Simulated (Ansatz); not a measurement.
Species: H4Si, SMILES `[SiH4]` (charge 0, multiplicity 1).

Q: Give a relaxed geometry from B3LYP-D3(BJ)/def2-TZVP (Ansatz, a first-principles code).

A: the end point of this relaxation (outside a Z-matrix the atoms follow the SMILES, hydrogens last).
Cartesian coordinates (Å) in one orientation:
```xyz
5

Si     0.000     0.000     0.000
H     -0.377     1.096    -0.921
H      1.170    -0.724    -0.547
H     -1.137    -0.937     0.143
H      0.344     0.564     1.325
```
